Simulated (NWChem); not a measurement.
## Correlation energy of H$_{2}$P

```
P
H 1 1.4464
H 1 1.4464 2 90.69
```
Charge 0, spin multiplicity 2.

All runs are NWChem calculations. All single points use one geometry, from UPBE/def2-SVP, a minimum by its harmonic frequencies.

Basis set: cc-pVTZ. Each correlation energy counts from its own Hartree-Fock reference.

The correlated methods keep 5 core orbitals frozen. The structure started from a generated list of species. The unpaired electrons of the parent sit in orbitals of symmetry b2 (C2v labels of the run); other states weren't searched. No SCF solution was tested for a lower state. Open-shell Hartree-Fock references start from PBE0 orbitals. Coupled-cluster values serve here as a point of comparison, not as the truth.

```tsv
method	correlation energy (mHa)
URI-MP2	-137.5
UMP2	-137.5
SCS-UMP2	-144.3
CCSD on ROHF	[?]
CCSD[T] on ROHF	-175.9
CCSD(T) on ROHF	-175.8
CCSD on UHF	[?]
CCSD[T] on UHF	-170.3
CCSD(T) on UHF	-170.2
```

**Question.** Complete the blanks.

**Answer.** 
- CCSD on ROHF, correlation energy (mHa): -169.8
- CCSD on UHF, correlation energy (mHa): -164.5
